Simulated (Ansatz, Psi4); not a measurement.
Worked example: the enthalpy of formation of C2H3ClO (acetyl chloride)

C2H3ClO has 7 atoms, charge 0, and is taken as a singlet. SMILES: `CC(=O)Cl`. The shape is that of a PBE0-D4/def2-TZVP optimisation.

```xyz
7

C     0.1447    0.6668    0.1087
C     0.0173   -0.8159    0.0215
O     0.6815   -1.6309    0.5550
Cl   -1.3371   -1.3068   -1.0470
H     0.9733    0.9213    0.7674
H    -0.7884    1.0900    0.4840
H     0.3087    1.0756   -0.8897
```

Total energies at HF/cc-pVDZ (Psi4 1.11); the atoms run unrestricted:

| species | state | energy (Eh) |
| --- | --- | --- |
| C2H3ClO | singlet | -611.866639 |
| C | triplet | -37.686544 |
| O | triplet | -74.792166 |
| Cl | doublet | -459.471143 |
| H | doublet | -0.499278 |

Harmonic wavenumbers at PBE0-D4/def2-TZVP, in cm⁻¹: 136, 346, 451, 528, 622, 972, 1041, 1124, 1383, 1454, 1457, 1909, 3072, 3150, 3180.

Measured heats of formation of the gaseous atoms at 298.15 K, in kJ/mol: C 716.9, O 249.2, Cl 121.3, H 218.0. Spin-orbit lowering of the atoms at 298 K (mean of the ground term's levels less their thermal mean, from spectra), in kJ/mol: C 0.02, O 0.40, Cl 3.44. Take 1 Eh = 2625.50 kJ/mol, 1 cm⁻¹ = 0.0119627 kJ/mol, RT = 2.479 kJ/mol.

Q: Work out the heat of formation of the gas at 298 K.

A: 
1. Electronic atomisation energy: 2 × (-37.686544) + (-74.792166) + (-459.471143) + 3 × (-0.499278) − (-611.866639) = 0.732408 Eh = 1922.9 kJ/mol.
2. Zero-point energy: half the sum of the wavenumbers, 10412.5 cm⁻¹ = 124.6 kJ/mol.
3. Thermal vibrational enthalpy, Σ hcν̃/(exp(hcν̃/kT) − 1): 4.6 kJ/mol. Translation, rotation and pV of a non-linear molecule: 4 RT = 9.9 kJ/mol.
4. The 7 free atoms carry 5/2 RT each: 43.4 kJ/mol.
5. Spin-orbit coupling lowers the free atoms by 2 × 0.02 + 0.40 + 3.44 = 3.9 kJ/mol.
6. Atomisation enthalpy at 298 K: 1922.9 − 3.9 − 124.6 − 4.6 − 9.9 + 43.4 = 1823.3 kJ/mol.
7. Sum of the atoms' heats of formation: 2458.3 kJ/mol. Heat of formation: 2458.3 − 1823.3 = +635.0 kJ/mol.

The tabulated value is -241.5 kJ/mol (Active Thermochemical Tables), so this level is off by +876.5 kJ/mol, or 32.5 % of the atomisation enthalpy. Hartree–Fock leaves out correlation, which is larger in the molecule than in the atoms, so it underbinds and puts the heat of formation too high. Anharmonicity and any spin-orbit splitting of the molecule are left out.
